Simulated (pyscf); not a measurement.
This saddle point was located with ωB97X-D3(BJ)/def2-SVP in PySCF.

```xyz
11

Si    -2.0374     0.8356     0.0099
O     -0.8729    -0.1629    -0.6659
Si     0.7465    -0.4701    -0.4754
H     -1.8611    -0.1285     1.4329
H     -3.1984     0.5586    -0.8554
H     -1.3639     2.1537     0.0537
H      0.9848    -1.1364     0.8402
H      1.2007    -1.3624    -1.5738
H      1.5247     0.8041    -0.5069
F     -3.2412     1.4412     1.3907
H     -2.5454     0.4911     1.6974
```
Charge 0, spin multiplicity 1.

Surface: singlet, charge 0. Lowest wavenumbers (cm⁻¹): 1075i, 48, 78, 86, 151.

Task: Which two sides does it connect, and which bonds change?

Result: H₃Si–O–SiH₃ + HF ⇌ F–SiH₂–O–SiH₃ + H₂, a four-centre exchange read from left to right: H–Si, F–H broken and F–Si, H–H formed. At ωB97M-D3(BJ)/def2-TZVP it lies +26.0 kcal/mol from the left side and +58.8 kcal/mol from the right (each side as separated species at their lowest minima found). At the saddle there is also a short H–Si contact that neither side keeps. The same reactants have a lower exit, to F–SiH₃ + HO–SiH₃ (barrier +17.8 kcal/mol at ωB97M-D3(BJ), against +26.0 kcal/mol here). One saddle was located; it need not be the lowest between these sides.
